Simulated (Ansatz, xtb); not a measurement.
Relaxing a trial structure of CH2BN+

The starting geometry of this gas-phase doublet was built from a drawn formula by distance geometry and a force field; its bonds are those of `[BH][NH+]=[C]`.

```xyz
5

C     1.6028    1.5232   -1.7286
B    -0.7006    0.9427   -1.6739
N     0.4457    1.8655   -1.3632
H    -1.8062    1.2222   -1.3783
H     0.2732    2.7892   -0.9288
```

Predict what it relaxes into with r2SCAN-D4/def2-SVP.

It rearranges to `B1[C]=[NH+]1`. Contacts that close: C1–B2 (2.38 → 1.53 Å).

The energy falls by 2.10 eV over 10 steps:

| step | E − E(last) (eV) |
| --- | --- |
| 1 | 2.103 |
| 2 | 1.983 |
| 3 | 1.714 |
| 4 | 1.144 |
| 5 | 0.335 |
| 6 | 0.063 |
| 7 | 0.004 |
| 8 | 0.000 |
| 9 | 0.000 |
| 10 | 0.000 |

Final geometry (Å):

```tsv
atom	x (Å)	y (Å)	z (Å)
C	0.9848	1.1648	-1.7798
B	-0.5331	1.1171	-1.5957
N	0.4149	2.1752	-1.2476
H	-1.6659	0.7718	-1.5978
H	0.6141	3.1138	-0.8518
```

From the same start GFN2-xTB reaches the same bonding as this run.

The end wasn't checked by frequencies. Open shells are spin-unrestricted. Run with Ansatz 0.2.0, 34 s on 1 thread of Arm Neoverse V2, on a shared host.
